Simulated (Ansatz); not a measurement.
Molecule: SiH3 (charge -1, singlet). Whether it binds its extra electron was not tested at this geometry. 
Coordinates optimised at B3LYP-D3(BJ)/def2-TZVP (Ansatz, a quantum-chemistry and plane-wave program):
SMILES: [SiH3-]
```xyz
4

Si     0.0851     0.0833     0.0837
H     -0.9394    -0.9077     0.6775
H     -0.9139     0.6812    -0.9306
H      0.6615    -0.9403    -0.9185
```
Charge -1, spin multiplicity 1.

Basis-set convergence of Hartree-Fock and CCSD(T) correlation energies (hartree) with Ansatz. Valence correlation only, unless marked. No spin-orbit coupling. No relativistic terms. This anion needs diffuse functions, which these sets lack.

| basis | functions | E(HF) | E(corr, CCSD(T)) |
|---|---|---|---|
| cc-pV(D+d)Z | 38 | -290.62868 | -0.15383 |
| cc-pV(T+d)Z | 81 | -290.64303 | -0.18609 |
| cc-pV(Q+d)Z | 154 | ___ | ___ |

Some entries are withheld; supply them.


- cc-pV(Q+d)Z, E(HF): -290.64962
- cc-pV(Q+d)Z, E(corr, CCSD(T)): -0.19537
